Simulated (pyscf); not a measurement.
# Routes from PH₃ (SMILES P) + H₂O (SMILES O)

Candidate steps break at most two bonds and form at most two. Each was searched with GFN2-xTB (tblite) first. Single points on ωB97X-D3(BJ)/def2-SVP structures (PySCF, gas phase). Energies: ωB97M-D3(BJ)/def2-TZVP, kcal/mol, from the separated reactants, singlet surface; ΔG‡ with ideal gas, 1 atm, RRHO with modes under 100 cm⁻¹ raised to 100, one conformer, R ln 2 for chiral ones without a mode under 150 cm⁻¹.

| products | type | ΔE‡ | ΔE | ΔG‡ 298 K | ΔG‡ 900 K | ν‡ (cm⁻¹) |
|---|---|---|---|---|---|---|
| PH₃ + H₂O | four-centre exchange | 56.6 | 0.0 | 63.6 | 80.3 | 1443i |
| HO–PH₂ + H₂ | four-centre exchange | 67.2 | +8.1 | 74.3 | 93.3 | 1410i |

Plain bond fissions and candidates not yet searched are not listed, and one of them may be faster. Each barrier is that of the saddle found; lower ones may exist.
